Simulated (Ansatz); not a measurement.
`NC(F)(S)C=O`, relaxed with RKS PBE0-D4/def2-TZVP in Ansatz from a PBE-D4/def2-SVP geometry. The force threshold is 0.005 eV/Å; the program also tests the step.

Charge 0, multiplicity 1.

Start:

```xyz
10

N    -0.554   -1.255   -0.453
C    -0.243    0.076   -0.108
F    -0.765    1.042   -0.961
S    -0.877    0.352    1.614
C     1.274    0.293    0.018
O     1.840    1.303   -0.334
H    -0.157   -1.515   -1.364
H    -1.567   -1.420   -0.460
H    -0.742    1.706    1.533
H     1.790   -0.581    0.515
```

```tsv
step	energy (eV)	largest force (eV/Å)	largest move (Å)
1	-19219.1717	1.098	0.000
2	-19219.2220	0.301	0.026
3	-19219.2279	0.200	0.019
4 (rejected)	-19219.2276	0.232	0.043
5	-19219.2298	0.078	0.022
6	-19219.2302	0.020	0.012
7	-19219.2302	0.021	0.004
8	-19219.2303	0.023	0.018
9	-19219.2303	0.005	0.004
```

End:

```xyz
10

N    -0.545   -1.235   -0.462
C    -0.244    0.086   -0.098
F    -0.761    1.036   -0.949
S    -0.897    0.342    1.584
C     1.264    0.288    0.018
O     1.841    1.249   -0.394
H    -0.153   -1.483   -1.361
H    -1.540   -1.418   -0.449
H    -0.727    1.674    1.553
H     1.763   -0.541    0.557
```

Run time 37 s (4 threads of an Arm Neoverse V1 on a shared host); peak host memory 0.58 GiB.
